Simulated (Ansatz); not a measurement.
# doublet NaO: levels of theory in one basis

```xyz
2

Na    0.0000    0.0000    0.0000
O     0.0000    0.0000    2.1546
```

Basis set: def2-SVP (spherical functions). Correlated methods keep 2 orbitals frozen. Correlation on ROHF uses semicanonical orbitals with singles. Charge 0, multiplicity 2.

Computed with Ansatz (development build ahead of 0.2.0); each method stands on the lowest determinant of its kind that the runs found.

```
  method  E − E(ROHF) (eV)  <S²> of the determinant
    ROHF              0.00                        –
     UHF             -0.10                     0.76
ROHF-MP2             -4.27                        –
 UHF-MP2             -4.28                     0.76
```

(1) What does ROHF-CCSD(T) give on the same scale?

Answers

(1) -4.66 eV.
